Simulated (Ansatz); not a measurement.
A calculation with Ansatz (development build ahead of 0.2.0).

```yaml
crystal:
  periodic: [false, false, false]
  atoms:
    - { symbol: C, position_ang: [0.0515, 0.02767, -0.22903] }
    - { symbol: H, position_ang: [-0.04315, 1.0759, 0.64437] }
    - { symbol: H, position_ang: [0.05346, -1.0157, 0.62671] }
basis:
  gaussian: { orbitals: "6-31G" }
hamiltonian:
  xc: hf
```

The input is written out in the form of the current development build from the run's settings.

Results

* Converged: yes
* Total energy: -38.80439 hartree
* Spin squared of the determinant: 0.000

Caution: stretched shape with no unrestricted run beside it, a lower state can exist; another spin multiplicity may lie lower.
